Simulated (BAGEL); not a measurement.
**UHF/aug-cc-pVDZ (density fitting with qzvpp-jkfit) run of BNH3O (SMILES N[B]O)**

Aim: the vertical doublet–quartet gap of BNH3O at UHF/aug-cc-pVDZ (density fitting with qzvpp-jkfit), from 2 runs. 

The results are computed with BAGEL 1.2.2.

1 further run of the same task is left out (set aside as unsound or not needed).

## (1) The structure to begin with

The species is BNH3O (6 atoms), meant as a doublet with charge 0. SMILES: `N[B]O`. Geometry: relaxed at PBE0-D4/def2-TZVP. This is one conformer, not always the lowest.

Bond lengths: N1–B2 1.390 Å, B2–O3 1.359 Å, N1–H4 1.002 Å, N1–H5 1.010 Å, O3–H6 0.958 Å. Angles: N1–B2–O3 122.6°, B2–N1–H4 122.8°, B2–N1–H5 122.6°, B2–O3–H6 113.3°, H4–N1–H5 114.6°.

## (2) A single-point energy at UHF/aug-cc-pVDZ (density fitting with qzvpp-jkfit)

hf.json reads:

```json
{ "bagel" : [

{
  "title" : "molecule",
  "basis" : "aug-cc-pvdz.json",
  "df_basis" : "qzvpp-jkfit",
  "angstrom" : "true",
  "geometry" : [
    { "atom" : "N", "xyz" : [      -0.781300,       0.184600,      -0.560400 ] },
    { "atom" : "B", "xyz" : [       0.032600,      -0.490400,       0.341500 ] },
    { "atom" : "O", "xyz" : [       1.270200,      -0.047100,       0.684600 ] },
    { "atom" : "H", "xyz" : [      -1.694900,      -0.139800,      -0.815500 ] },
    { "atom" : "H", "xyz" : [      -0.498900,       1.042700,      -1.012000 ] },
    { "atom" : "H", "xyz" : [       1.714300,      -0.614000,       1.315700 ] }
  ]
},

{
  "title" : "uhf",
  "nopen" : 1
},

{
  "title" : "print",
  "file" : "orbitals.molden",
  "orbitals" : "true"
}

]}
```

The basis set aug-cc-pVDZ is read from a file made from the Basis Set Exchange's data (not shown).

Started as:

```sh
$ BAGEL_NUM_THREADS=1 BAGEL hf.json > hf.out
```

Standard output:

```text
* using 1 threads per process

  ===============================================================
  ===============================================================

  *** Geometry ***

  { "atom" : "N", "xyz" : [     -1.476443,      0.348843,     -1.059003 ] },
  { "atom" : "B", "xyz" : [      0.061605,     -0.926722,      0.645341 ] },
  { "atom" : "O", "xyz" : [      2.400330,     -0.089006,      1.293707 ] },
  { "atom" : "H", "xyz" : [     -3.202897,     -0.264184,     -1.541072 ] },
  { "atom" : "H", "xyz" : [     -0.942784,      1.970417,     -1.912403 ] },
  { "atom" : "H", "xyz" : [      3.239557,     -1.160292,      2.486313 ] },

  Number of auxiliary basis functions:      283

  Since a DF basis is specified, we compute 2- and 3-index integrals:
    o Being stored without compression. Storage requirement is 0.021 GB

  Number of basis functions:       96
  Number of electrons      :       23

    * METHOD: MOLECULE                             0.08

  *** Open-shell HF ***

  === Nuclear Repulsion ===
    61.4384600547

      * DIIS with orbital gradients will be used.

  === UHF iteration (aug-cc-pvdz.json) ===
      0       -155.26707538          0.06019378           0.04
      1       -155.61151019          0.04438676           0.04
      2       -155.73683451          0.02332211           0.04
      3       -155.80397984          0.00236006           0.04
      4       -155.80529974          0.00083699           0.05
      5       -155.80552848          0.00028362           0.05
      6       -155.80557133          0.00010610           0.05
      7       -155.80558364          0.00004503           0.04
      8       -155.80558903          0.00001827           0.05
      9       -155.80559059          0.00000687           0.04
     10       -155.80559083          0.00000337           0.04
     11       -155.80559093          0.00000162           0.04
     12       -155.80559096          0.00000075           0.04
     13       -155.80559097          0.00000032           0.04
     14       -155.80559097          0.00000017           0.05
     15       -155.80559097          0.00000007           0.05
     16       -155.80559097          0.00000003           0.04
     17       -155.80559097          0.00000001           0.04
     18       -155.80559097          0.00000001           0.05
    * SCF iteration converged.

    * S^2 (UHF) is 0.7541

    * Permanent dipole moment:
           (    0.177107,     0.019694,     0.079782) a.u.

    * METHOD: UHF                                  0.94

    * METHOD: PRINT                                0.02

  ===============================================================
```

It took 1.2 s on 1 thread of Arm Neoverse V2, shared host.

## (3) The quartet

calc.json reads:

```json
{ "bagel" : [

{
  "title" : "molecule",
  "basis" : "aug-cc-pvdz.json",
  "df_basis" : "qzvpp-jkfit",
  "angstrom" : true,
  "geometry" : [
    { "atom" : "N", "xyz" : [   -0.781300,    0.184600,   -0.560400 ] },
    { "atom" : "B", "xyz" : [    0.032600,   -0.490400,    0.341500 ] },
    { "atom" : "O", "xyz" : [    1.270200,   -0.047100,    0.684600 ] },
    { "atom" : "H", "xyz" : [   -1.694900,   -0.139800,   -0.815500 ] },
    { "atom" : "H", "xyz" : [   -0.498900,    1.042700,   -1.012000 ] },
    { "atom" : "H", "xyz" : [    1.714300,   -0.614000,    1.315700 ] }
  ]
},
{
  "title" : "uhf",
  "charge" : 0,
  "nopen" : 3
},
{
  "title" : "print",
  "file" : "orbitals.molden",
  "orbitals" : true
}

]}
```

The basis set aug-cc-pVDZ is read from a file made from the Basis Set Exchange's data (not shown).

Started as:

```sh
$ BAGEL_NUM_THREADS=1 BAGEL calc.json > calc.out
```

Standard output:

```text
* using 1 threads per process

  ===============================================================
  ===============================================================

  *** Geometry ***

  { "atom" : "N", "xyz" : [     -1.476443,      0.348843,     -1.059003 ] },
  { "atom" : "B", "xyz" : [      0.061605,     -0.926722,      0.645341 ] },
  { "atom" : "O", "xyz" : [      2.400330,     -0.089006,      1.293707 ] },
  { "atom" : "H", "xyz" : [     -3.202897,     -0.264184,     -1.541072 ] },
  { "atom" : "H", "xyz" : [     -0.942784,      1.970417,     -1.912403 ] },
  { "atom" : "H", "xyz" : [      3.239557,     -1.160292,      2.486313 ] },

  Number of auxiliary basis functions:      283

  Since a DF basis is specified, we compute 2- and 3-index integrals:
    o Being stored without compression. Storage requirement is 0.021 GB

  Number of basis functions:       96
  Number of electrons      :       23

    * METHOD: MOLECULE                             0.08

  *** Open-shell HF ***

  === Nuclear Repulsion ===
    61.4384600547

      * DIIS with orbital gradients will be used.

  === UHF iteration (aug-cc-pvdz.json) ===
      0       -155.16011570          0.05034104           0.04
      1       -155.46492861          0.03123232           0.05
      2       -155.54446596          0.01543226           0.05
      3       -155.57721086          0.00312878           0.05
      4       -155.58028687          0.00164314           0.05
      5       -155.58170345          0.00056674           0.05
      6       -155.58204302          0.00022103           0.05
      7       -155.58210698          0.00010314           0.05
      8       -155.58212423          0.00003227           0.05
      9       -155.58212715          0.00002014           0.05
     10       -155.58212781          0.00000937           0.05
     11       -155.58212801          0.00000635           0.04
     12       -155.58212809          0.00000323           0.05
     13       -155.58212811          0.00000114           0.04
     14       -155.58212812          0.00000048           0.05
     15       -155.58212812          0.00000020           0.05
     16       -155.58212812          0.00000010           0.05
     17       -155.58212812          0.00000006           0.05
     18       -155.58212812          0.00000004           0.05
     19       -155.58212812          0.00000004           0.05
     20       -155.58212812          0.00000003           0.05
     21       -155.58212812          0.00000002           0.04
     22       -155.58212812          0.00000001           0.05
    * SCF iteration converged.

    * S^2 (UHF) is 3.7624

    * Permanent dipole moment:
           (    0.992088,    -1.024373,     1.240201) a.u.

    * METHOD: UHF                                  1.13

    * METHOD: PRINT                                0.02

  ===============================================================
```

Run time: 1.4 s. Hardware: 1 thread of Arm Neoverse V2, shared host.

## (4) Outcome

Level: UHF/aug-cc-pVDZ (density fitting with qzvpp-jkfit).

```
                                        quantity          value
                           doublet: total energy  -155.80559 Eh
                          doublet: dipole moment         0.50 D
                                   doublet: ⟨S²⟩          0.754
                           quartet: total energy  -155.58213 Eh
                          quartet: dipole moment         4.80 D
                                   quartet: ⟨S²⟩          3.762
vertical energy of the quartet above the doublet       6.081 eV
```

**Reading.** At this shape the quartet lies 6.08 eV (140 kcal/mol) above the doublet.
